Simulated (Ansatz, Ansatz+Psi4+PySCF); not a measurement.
Two shapes of singlet PH3.

Shape 1:

```xyz
4

P     0.0000    0.0000    0.1246
H     0.0000    1.2006   -0.6231
H     1.0398   -0.6003   -0.6231
H    -1.0398   -0.6003   -0.6231
```

Shape 2:

```xyz
4

P     0.0000    0.0000    0.1048
H     0.0000    1.1582   -0.6165
H     1.0030   -0.5791   -0.6165
H    -1.0030   -0.5791   -0.6165
```

Basis set: cc-pVTZ on H; cc-pV(T+d)Z on P (spherical functions). Correlated methods keep 5 orbitals frozen. Charge 0, multiplicity 1.

Computed with Ansatz (development build ahead of 0.2.0) and Psi4 1.11; each method stands on the lowest determinant of its kind that the runs found.

Question: Which shape is lower in energy, and by how much in each method?

Answer:

| method | E(2) − E(1) (eV) |
| --- | --- |
| RHF | 0.062 |
| RHF-MP2 | 0.067 |
| RHF-CCSD(T) | 0.087 |

Shape 1 is lower.
